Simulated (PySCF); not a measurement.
Isomers of C4H6OS, one GFN2-xTB conformer each. Single-point energies are computed at PBE0/pcSseg-1 (PySCF, gas phase, no added dispersion term), electronic only.

```csv
SMILES,GFN2-xTB relative energy (kJ/mol)
O=C1CCSC1,0.0
C#CC[S@](C)=O,236.7
C[C@@H]1COC1=S,56.8
O=[S@]1C=CCC1,101.9
C[S@](=O)C1=CC1,320.7
```

Conformers: `[O:1]=[C:2]1[CH2:3][CH2:4][S:5][CH2:6]1` with O1–C2–C3–C4 159°, C2–C3–C4–S5 37°, C3–C4–S5–C6 -35°, C4–S5–C6–C2 23°; `[CH:1]#[C:2][CH2:3][S@:4]([CH3:5])=[O:6]` with C2–C3–S4–C5 -64°; `[O:1]=[S@:2]1[CH:3]=[CH:4][CH2:5][CH2:6]1` with O1–S2–C3–C4 119°, C3–C4–C5–C6 -15°, C4–C5–C6–S2 22°, O1–S2–C6–C5 -127°; `[CH3:1][S@:2](=[O:3])[C:4]1=[CH:5][CH2:6]1` with C1–S2–C4–C5 128°.

Task: What does PBE0/pcSseg-1 give for the same structures?

Result: 
| SMILES | PBE0/pcSseg-1 E (Eh) | PBE0/pcSseg-1 (kJ/mol) | GFN2-xTB (kJ/mol) | point group |
| --- | --- | --- | --- | --- |
| O=C1CCSC1 | -628.99981 | 0.0 | 0.0 | C1 |
| C[C@@H]1COC1=S | -628.96859 | 82.0 | 56.8 | C1 |
| O=[S@]1C=CCC1 | -628.92296 | 201.8 | 101.9 | C1 |
| C#CC[S@](C)=O | -628.86955 | 342.0 | 236.7 | C1 |
| C[S@](=O)C1=CC1 | -628.84234 | 413.5 | 320.7 | C1 |

Both levels put the same isomer lowest; measured from each level's own lowest isomer, the values differ by up to 105.3 kJ/mol (C#CC[S@](C)=O: 236.7 against 342.0). As drawn, the lowest has a C=O bond, which the highest lacks; the highest has a three-membered ring, an S=O bond and a C=C bond outside aromatic rings, which the lowest lacks.

Task: Which frontier levels, dipoles and rotational constants go with these structures?

Result: 
| SMILES | HOMO (eV, PBE0/pcSseg-1) | LUMO (eV) | dipole (D) | A, B, C (MHz) |
| --- | --- | --- | --- | --- |
| O=C1CCSC1 | -6.71 | -0.88 | 1.76 | 5748, 2483, 1833 |
| C[C@@H]1COC1=S | -6.66 | -1.32 | 4.35 | 4778, 2451, 1743 |
| O=[S@]1C=CCC1 | -6.52 | -0.59 | 4.41 | 5934, 2738, 2119 |
| C#CC[S@](C)=O | -6.86 | -0.11 | 3.32 | 6312, 1870, 1591 |
| C[S@](=O)C1=CC1 | -6.83 | -0.72 | 3.29 | 5453, 2212, 1780 |
